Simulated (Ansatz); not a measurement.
AlPH6⁻, that is Al(PH3)H3 with one electron more. Charge -1, multiplicity 2. Geometry PBE-D4/def2-TZVP, that of the neutral singlet; atoms count from 1.

```xyz
8

Al   -0.1631   -0.6363    1.2936
P     0.1194    0.4660   -0.9485
H     1.3803    0.4097   -1.6007
H    -0.1016    1.8640   -1.0713
H    -0.6846    0.0445   -2.0413
H     0.9753    0.2049    2.0538
H     0.1752   -2.1298    0.8073
H    -1.7009   -0.2230    1.5071
```

The highest occupied level of the charge -1 doublet lies above zero (up to 1.86 eV). By energy differences it is unbound by 0.65 eV (vertical, against the charge 0 singlet, at PBE0-D4/def2-TZVPD) and held by the finite basis.

Question: Estimate the Mulliken populations from the PBE0/def2-TZVPD orbitals of Ansatz.

Answer: 
| atom | charge (e) | spin (α − β) |
| --- | --- | --- |
| Al1 | 0.52 | -0.45 |
| P2 | -2.16 | 1.83 |
| H3 | 0.37 | -0.15 |
| H4 | 0.37 | -0.15 |
| H5 | 0.37 | -0.15 |
| H6 | -0.16 | 0.03 |
| H7 | -0.16 | 0.03 |
| H8 | -0.16 | 0.03 |
Mulliken values depend strongly on the basis. With diffuse functions, as here, like atoms can get unlike values, and bond orders can come out too low or too high.

Question: Where does the spin sit?

Answer: Summed by element: Al -0.45, P 1.83, H -0.38, of 1 unpaired in all. Largest on single atoms: P2 1.83, Al1 -0.45, H5 -0.15.
